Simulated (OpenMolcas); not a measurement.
## Predicting a hybrid from its neighbours: CH5AlO

CH5AlO: 8 atoms, total charge 0, spin state singlet. SMILES: `[CH3][AlH][OH]`. The shape is that of a PBE0-D4/def2-TZVP optimisation. This is one conformer, not always the lowest.

The vertical ionisation energy (to the doublet cation) y, in eV, basis aug-cc-pVDZ; a is the functional's share of exact exchange. Programs: OpenMolcas 26.06.

```
functional     program     a  y (eV)
       PBE  OpenMolcas     0    9.93
      BLYP  OpenMolcas     0    9.83
     B3LYP  OpenMolcas   0.2       ?
      PBE0  OpenMolcas  0.25   10.26
     BHLYP  OpenMolcas   0.5   10.41
```

Q: Fit y = c + s·a to the known rows and predict B3LYP.

A: 
1. Means of the 4 rows: a = 0.1875, y = 10.107.
2. Σ(Δa)² = 0.17188, Σ(Δa·Δy) = 0.18938, so the slope is 0.18938/0.17188 = 1.1018.
3. Intercept: 10.107 − (1.1018) × 0.1875 = 9.900. The largest residual of the fit is 0.084.
4. B3LYP: 9.900 + (1.1018) × 0.2 = 10.12 eV.

The run gave 10.26 eV, so the prediction is off by -0.14 eV, more than the largest residual. The rows mix families of semi-local functionals, which the line can't see.
